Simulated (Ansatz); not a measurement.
Results of PBEsol in Ansatz (PAW) for fcc Ca.

A relaxed, unreconstructed slab of the (211) face has 12 atoms, two equal faces of 36.462 Å² each and an energy of -21522.1664 eV. A bulk cell of 6 atoms with the same orientation and in-plane k mesh has -10762.4018 eV. Energies are extrapolated to zero smearing.

Run with plane-wave cutoff 500 eV, 6×14×1 k mesh (along the axes of the cell as run), Fermi–Dirac smearing 0.1 eV, scalar-relativistic PAW data made under PBE.

Worked out: γ = (E_slab − N E_bulk per atom)/2A = [-21522.1664 − 12 × (-10762.4018/6)]/(2 × 36.462) = 0.0362 eV/Å². With 16.022 J/m² per eV/Å² this is 0.58 J/m², or 1.32 eV per surface cell and face.

Ansatz is a first-principles code.
